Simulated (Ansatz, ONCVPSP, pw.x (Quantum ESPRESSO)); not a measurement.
Equation-of-state test of one ONCV potential (hafnium (Hf))

| Property | Result |
| --- | --- |
| Element | Hf |
| Generator | ONCVPSP 4.0.1 |
| Type | optimised norm-conserving Vanderbilt (ONCV) |
| Functional | LDA (Perdew-Wang 92) |
| Relativity | scalar-relativistic |
| Frozen core | [Kr] 4d10 4f14 |
| Valence charge | 12 |
| Reference configuration | 5s2 5p6 5d3 6s1 |
| Partial waves | 5s+6s: rc 1.70 bohr, ncon 5, nbas 9, qcut 6 1/bohr, 2 projectors; 5p: rc 2.05 bohr, ncon 4, nbas 7, qcut 5.4 1/bohr, 2 projectors, debl 4 Ha; 5d: rc 3.40 bohr, ncon 4, nbas 8, qcut 5.3 1/bohr, 2 projectors, debl 1.4 Ha |
| Local potential | polynomial inside 1.35 bohr (lpopt 5, dvloc0 1 Ha) |
| Core correction | polynomial model core, fcfact 0.2 |

Atomic tests: cutoffs needed: 18 Ha and 68 Ha (the cutoffs (Ha) at which the residual kinetic energy of the hardest occupied pseudo-wave falls to 1 and 0.1 mHa per electron); ghost test: no bound ghost flagged; GHOST(+) flagged for s at 207.4 eV; largest excitation error: +14 meV (all-electron minus pseudo) for 5s2 5p6 5d2 6s1 6p1, out of 4 test configurations.

Crystal test: fcc Hf in pw.x 7.5, no spin, 13³ k-points, Fermi–Dirac smearing 0.01 Ry, cutoffs 160/640 Ry. The reference is all-electron LAPW (Ansatz 0.2.0) with the same functional, mesh and smearing; V0 and B0 come from Birch–Murnaghan fits to the pressures at five volumes. Errors are pseudo minus all-electron; Δ is the rms difference of the E(V) curves that follow from these fits, minima aligned, over ±6 % about the mean V0. Mesh and smearing are coarse, so the numbers serve the comparison and aren't converged zero-temperature values; the lattice is a test structure that the element need not adopt.

| V (Å³/atom) | P all-electron (GPa) | P pseudo (GPa) |
| --- | --- | --- |
| 19.718 | 6.82 | 4.99 |
| 20.237 | 3.42 | 1.86 |
| 20.756 | 0.36 | -0.97 |
| 21.275 | -2.39 | -3.52 |
| 21.794 | -4.85 | -5.82 |

All-electron: a0 = 4.367 Å (V0 = 20.82 Å³/atom), B0 = 114.6 GPa.

Pseudopotential: mean pressure error (GPa): -1.36; a0 (Å): 4.350; a0 error (%): -0.40; B0 error (%): -3.8; Δ (meV/atom): 6.2. The largest radius (3.40 bohr) exceeds half the bond length (2.91 bohr), so the spheres overlap, which is one possible source of error among others.

Problem. At the middle volume, how do free energy and pressure move when the wave cutoff is lowered (ecutrho kept at four times it)?

Solution.

```csv
cutoff (Ry),shift of F (meV/atom),shift of P (GPa)
72,+18.4,+0.03
96,+10.4,-0.00
128,+7.1,-0.08
```

Input at the middle volume:

```
&control
  calculation='scf', prefix='x', pseudo_dir='./', outdir='./tmp', tstress=.true., disk_io='none'
/
&system
  ibrav=0, nat=1, ntyp=1, ecutwfc=160, ecutrho=640, nbnd=14,
  occupations='smearing', smearing='fd', degauss=0.01
/
&electrons
  conv_thr=1e-09, mixing_beta=0.4, electron_maxstep=70
/
ATOMIC_SPECIES
Hf 1.0 Hf.UPF
CELL_PARAMETERS angstrom
  0.00000000 2.18124554 2.18124554
  2.18124554 0.00000000 2.18124554
  2.18124554 2.18124554 0.00000000
ATOMIC_POSITIONS crystal
Hf 0.0000 0.0000 0.0000
K_POINTS automatic
13 13 13 0 0 0
```

```bash
pw.x < Hf.scf.in > Hf.scf.out
```

Lines of the output:

```
Message from routine setup:
     using ibrav=0 with symmetry is DISCOURAGED, use correct ibrav instead
     lattice parameter (alat)  =       5.8293  a.u.
     unit-cell volume          =     140.0684 (a.u.)^3
     number of electrons       =        12.00
     number of Kohn-Sham states=           14
     kinetic-energy cutoff     =     160.0000  Ry
     charge density cutoff     =     640.0000  Ry
     scf convergence threshold =      1.0E-09
     Exchange-correlation= SLA  PW   NOGX NOGC
     number of k points=    84  Fermi-Dirac smearing, width (Ry)=  0.0100
     iteration #  1     ecut=   160.00 Ry     beta= 0.40
     total energy              =    -105.52204608 Ry
     estimated scf accuracy    <       0.04814096 Ry
     iteration #  2     ecut=   160.00 Ry     beta= 0.40
     total energy              =    -105.51897275 Ry
     estimated scf accuracy    <       0.01027400 Ry
     iteration #  3     ecut=   160.00 Ry     beta= 0.40
     total energy              =    -105.52004508 Ry
     estimated scf accuracy    <       0.00030284 Ry
     iteration #  4     ecut=   160.00 Ry     beta= 0.40
     total energy              =    -105.52007127 Ry
     estimated scf accuracy    <       0.00000315 Ry
     iteration #  5     ecut=   160.00 Ry     beta= 0.40
     total energy              =    -105.52007225 Ry
     estimated scf accuracy    <       0.00000036 Ry
     iteration #  6     ecut=   160.00 Ry     beta= 0.40
     total energy              =    -105.52007228 Ry
     estimated scf accuracy    <          4.2E-09 Ry
     iteration #  7     ecut=   160.00 Ry     beta= 0.40
     total energy              =    -105.52007228 Ry
     estimated scf accuracy    <          1.6E-09 Ry
     iteration #  8     ecut=   160.00 Ry     beta= 0.40
     the Fermi energy is    15.3955 ev
!    total energy              =    -105.52007228 Ry
     estimated scf accuracy    <          1.7E-10 Ry
     smearing contrib. (-TS)   =      -0.00620640 Ry
     The total energy is F=E-TS. E is the sum of the following terms:
     one-electron contribution =     -18.82356156 Ry
     hartree contribution      =      13.47744620 Ry
     xc contribution           =     -20.08198182 Ry
     ewald contribution        =     -80.08576869 Ry
     convergence has been achieved in   8 iterations
          total   stress  (Ry/bohr**3)                   (kbar)     P=       -9.68
     Message from routine punch:
     Nothing written, as per user request (disk_io='none')
```

The run at the middle volume (84 k-points, 8 iterations) took about 37 s on one core of a shared host (AMD EPYC 9R45 96-Core Processor, 96 threads, 376 GiB, load 46).
